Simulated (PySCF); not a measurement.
## PH: one state, many levels of theory

State: ³Σ⁻ (triplet), unpaired electrons π ↑↑. Set-up: P 6-311G(d,p), H 6-311G(d,p); no relativity (PySCF 2.14). De refers to P + H in their high-spin ground configurations, without counterpoise correction. The functionals are run spin-unrestricted. A positive dipole means P(−)H(+).

```
      Level  Re (Å)  ωe (cm⁻¹)  De (eV)  μ (D)  CPU s a point (SCF and correlation, without the integrals)
        UHF   1.414       2511     2.16   0.66                                                       0.031
    UHF-MP2   1.418       2460     2.74    n/a                                                       0.045
UHF-SCS-MP2   1.420       2445     2.84    n/a                                                         n/a
   UHF-CCSD   1.425       2392     2.87    n/a                                                         n/a
UHF-CCSD(T)   1.427       2376     2.90    n/a                                                        0.28
        PBE   1.446       2286     3.19   0.61                                                        0.24
       BP86   1.446       2278     3.37   0.59                                                        0.17
     r²SCAN   1.431       2364     3.20   0.67                                                        0.37
       PBE0   1.432       2378     3.15   0.65                                                        0.35
    r²SCAN0   1.424       2420     3.17   0.67                                                         0.4
      B97-3   1.432       2365     3.24   0.60                                                         0.2
  CAM-B3LYP   1.428       2388     3.26   0.60                                                        0.35
```

The bond length runs from 1.414 Å (UHF) to 1.446 Å (BP86). De spans 2.16 eV (UHF, mean field) to 3.37 eV (BP86, GGA). Correlation at CCSD(T) changes the Hartree–Fock bond energy by +0.74 eV; the triples alone change it by +0.03 eV.

Correlated steps freeze 5 core orbitals. The state was picked by a PBE0 search and need not be the measured ground state.

The whole job (state search and all levels along the bond) took about 0.69 min on 1 thread of Arm Neoverse V2 (shared host), peak memory 0.38 GiB.
